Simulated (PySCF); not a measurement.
O₂S, SMILES S(=O)=O (connectivity only; charge and spin as stated), charge -1, multiplicity 2. Atoms are numbered in the order given.

```xyz
3

O      0.0000    -1.2707    -0.4118
S      0.0000     0.0000     0.4118
O      0.0000     1.2707    -0.4118
```
Charge -1, spin multiplicity 2.

Geometry: r2SCAN-D4/def2-TZVPD. The spin state was assumed, not searched.

Computed with PBE/pcH-1 (PySCF).

Unrestricted Kohn–Sham, ⟨S²⟩ = 0.751. Hyperfine tensors hold the contact and dipolar terms, without spin-orbit corrections.

Task: Estimate the hyperfine couplings. (The exact figures need the calculation; the answer reports its results.)

Result: 
| nucleus | A(iso) (MHz) | A(iso) (G) | dipolar principal values (MHz) |
|---|---|---|---|
| 17O no. 1 | -11.1 | -4.0 | -91.4, 45.1, 46.3 |
| 33S no. 2 | 4.7 | 1.7 | -49.7, -46.3, 96.0 |
| 17O no. 3 | -11.1 | -4.0 | -91.4, 45.1, 46.3 |

Task: And the g tensor (effective nuclear charges for spin-orbit coupling, GIAO)? (An estimate is asked for; the answer gives what the named calculation found.)

Result: principal values 2.0020, 2.0084, 2.0120; isotropic 2.0075.
